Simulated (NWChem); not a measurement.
System: Na cation

Input file for NWChem:

```
start job
memory heap 200 mb stack 900 mb global 1100 mb
charge 1
geometry units angstroms noautosym nocenter noautoz
  Na     0.000000     0.000000     0.000000
end
basis spherical
  * library 6-31g*
end
dft
  xc hfexch
  iterations 150
end
property
  shielding
end
task dft property
```

GIAO values for the isolated, static molecule; σ is the absolute isotropic shielding.

Atoms are numbered as in the input.

### Question
Give the results of this calculation. (Hartree-Fock/6-31G* (spherical d), GIAO.) Quantities: σ Na1 (ppm).

### Answer
```json
{
  "σ Na1 (ppm)": "623.2"
}
```
